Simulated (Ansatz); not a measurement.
**BH2 (doublet): the correlation ladder, cc-pVTZ**

One table from this session's results is given with a row withheld; the runs are named, their logs left out.

The runs use Ansatz 0.2.0, Gaussian basis; cc-pVTZ, core rule «outside noble gas», up to 1 orbitals frozen.

Plan: UHF; CCSD(T) on ROHF; CCSD(T) on UHF; BCCD(T) on ROHF; CISD; CCSDT(Q) on ROHF; CCSDT(Q) on UHF; CASSCF and MRCISD+Q, 5 electrons in 6 orbitals; CASSCF and NEVPT2, 5 electrons in 6 orbitals.

24 further runs of the same task are left out: 5 for a known fault of the program, 8 that didn't finish, 11 set aside as unsound or not needed.

## What is computed

The geometry is a PBE0/def2-TZVP stationary point (not a proven minimum).

3 atoms, charge 0, spin multiplicity 2.

Atoms are counted from 1 here; the program's logs count them from 0.

Bond lengths: B1–H2 1.191 Å, B1–H3 1.191 Å. Angles: H2–B1–H3 129.4°.

The first run:

Input file in.yaml:

```yaml
crystal:
  periodic: [false, false, false]
  atoms:
    - {symbol: B, position_ang: [0.000000, -0.080006, 0.000000]}
    - {symbol: H, position_ang: [0.000000, 0.429067, -1.077008]}
    - {symbol: H, position_ang: [0.000000, 0.429067, 1.077008]}
basis:
  gaussian: {orbitals: cc-pVTZ}
magnetization: {spin_polarized: true, initial_magnetization: 1}
hamiltonian: {xc: hf}
output: {orbitals: {seedname: orbitals}}
```

Started as:

```bash
$ ansatz run in.yaml --threads 1 --pin off --events-out ev --progress --plain --max-ram 2393MiB
```

Among the steps run: UHF; CCSD(T) on ROHF; CCSD(T) on UHF; BCCD(T) on ROHF; CISD; CCSDT(Q) on ROHF; CCSDT(Q) on UHF; CASSCF and MRCISD+Q, 5 electrons in 6 orbitals; CASSCF and NEVPT2, 5 electrons in 6 orbitals.

One table of the session follows, with a row left open; its other results are not shown here.

| method | from UCCSDT(Q) (meV) |
| --- | --- |
| ROHF | +2848.9 |
| UHF | +2809.7 |
| RMP2 | +570.0 |
| UMP2 | +567.6 |
| CISD | +120.9 |
| RCCSD | +66.9 |
| UCCSD | +66.0 |
| RCCSD(T) | +13.1 |
| UCCSD(T) | +12.8 |
| BCCD(T) | +13.1 |
| RCCSDT | +1.0 |
| UCCSDT | +0.7 |
| RCCSDT(Q) | ? |
| UCCSDT(Q) | 0 |
| CASSCF valence | +1906.2 |
| NEVPT2 valence | +477.4 |
| MRCISD valence | +66.2 |
| MRCISD+Q valence | +7.2 |

Estimate the missing values for RCCSDT(Q).

The run gave: from UCCSDT(Q) (meV): +0.4. In the column «from UCCSDT(Q) (meV)» it lies between UCCSDT(Q) (0) and UCCSDT (+0.7).

With the free atoms at the same levels and basis (separate runs), the atomisation energy is 7.221 eV at UCCSDT(Q), 7.220 eV at RCCSD(T), 7.220 eV at UCCSD(T), 6.287 eV at ROHF.

Caveats from the session: Restricted and unrestricted rows rest on different reference determinants; where their highest levels disagree by more than a few hundredths of an eV, they describe different states and don't form one ladder.
